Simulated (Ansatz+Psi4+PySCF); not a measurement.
```yaml
atoms:
  - { symbol: Li, position_ang: [0.0000, 0.0000, -1.4100] }
  - { symbol: F, position_ang: [0.0000, 0.0000, 0.4700] }
```

Basis set: cc-pCVTZ on Li; cc-pVTZ on F (spherical functions). Correlated methods keep 1 orbital frozen. Charge 0, multiplicity 1.

Computed with Ansatz (development build ahead of 0.2.0) and Psi4 1.11; each method stands on the lowest determinant of its kind that the runs found. Restricted open shells among the atoms or ions are ROHF, correlated in semicanonical orbitals with singles.

(1) Give the vertical ionization energy (product with multiplicity 2 at the same shape, open shells in the same class of orbitals) of singlet LiF by RHF-CCSD(T), RHF-CCSD, RHF-MP2, RHF.

Answers

(1)

| method | ionization energy |
| --- | --- |
| RHF-CCSD(T) | 10.39 eV |
| RHF-CCSD | 10.27 eV |
| RHF-MP2 | 10.68 eV |
| RHF | 8.60 eV |

Caution: stretched shape with no unrestricted run beside it, a lower state can exist.
